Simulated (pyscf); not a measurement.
A first-order saddle from PySCF, ωB97X-D3(BJ)/def2-SVP:

```
As
O 1 1.7972
H 2 0.9639 1 107.80
H 1 1.6024 2 88.54 3 -17.52
H 1 1.8173 4 149.90 3 80.31
H 5 1.0704 1 87.80 4 -154.95
H 6 1.0409 5 121.46 1 -15.64
```

Surface: singlet, charge 0. Lowest wavenumbers (cm⁻¹): 2043i, 154, 458, 688, 709.

### Question
What reaction is this the transition state of?

### Answer
HO–AsH₂ + H₂ ⇌ HO–AsH₂ + H₂, a four-centre exchange read from left to right: As–H, H–H broken and As–H, H–H formed. At ωB97M-D3(BJ)/def2-TZVP it lies +303.3 kJ/mol from the left side and +303.3 kJ/mol from the right (each side as separated species at their lowest minima found). The same reactants have a lower exit, to AsH₃ + H₂O (barrier +204.4 kJ/mol at ωB97M-D3(BJ)/def2-TZVP, against +303.3 kJ/mol here). Another saddle between the same species, by other bonds, lies lower (272.4 kJ/mol against 303.3 kJ/mol at ωB97M-D3(BJ)/def2-TZVP). Elements up to Kr have no core potential and no relativistic terms here.
